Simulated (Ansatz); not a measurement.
in.yaml

```yaml
crystal:
  periodic: [false, false, false]
  atoms:
    - {symbol: Si, position_ang: [0.049036, 0.469316, 3.771498]}
    - {symbol: P, position_ang: [0.363775, 0.174429, -2.104695]}
    - {symbol: H, position_ang: [0.108843, -1.053608, 3.793760]}
    - {symbol: H, position_ang: [-0.315548, -0.889368, -2.730101]}
    - {symbol: H, position_ang: [-0.206106, 1.299232, -2.730462]}
basis:
  gaussian: {orbitals: cc-pVTZ}
magnetization: {spin_polarized: true, initial_magnetization: 0}
hamiltonian: {xc: {name: wB97M-V}}
output: {orbitals: {seedname: orbitals}}
```

```sh
$ ansatz run in.yaml --threads 1 --pin off --events-out ev --progress --plain --max-ram 2816MiB --backend cpu
```

Output:

```
  # Of w^i u^j: cxij and so on, Table III.
  gx(w, u) = 1 - cx + cx01*u + cx10*w
  gss(w, u) = css00 + css04*u^4 + css10*w + css20*w^2 + css43*w^4*u^3
  gos(w, u) = cos00 + cos10*w + (cos20 + cos21*u)*w^2 + (cos60 + cos61*u)*w^6
      + integral(e_c_pw_mod_opposite_spin*gos(b97_w_opposite, b97_u_opposite)) + vv10(b, c)
729 factors; their error is unknown
160 factors; integrals over basis functions are off by at most 1.0e-4 eV
mean field evaluation 1: about -17203.4574 eV, gradient 1.6e1 eV
mean field evaluation 2: about -17128.8243 eV, gradient 5.4e1 eV
mean field evaluation 4: about -17197.9709 eV, gradient 2.2e1 eV
mean field evaluation 8: about -17205.0478 eV, gradient 7.5e0 eV
mean field evaluation 16: about -17209.0772 eV, gradient 4.3e0 eV
mean field evaluation 32: about -17209.8926 eV, gradient 7.9e-6 eV
mean field -17209.89260633 eV, -632.4518879985 hartree, gradient 7.9e-6 eV, S^2 1.004383; 4 other end points of the search recorded, 0 dependent functions left out
reference -17209.89265480 eV, -632.4518897797 hartree; 16, 16 occupied and 94, 94 virtual orbitals, 729 factors
Total energy: -17209.89265480 eV, -632.4518897797 hartree
```

Ran on 1 thread of AMD EPYC 7R13, shared host: 37 s wall, 0.39 GiB peak host memory.
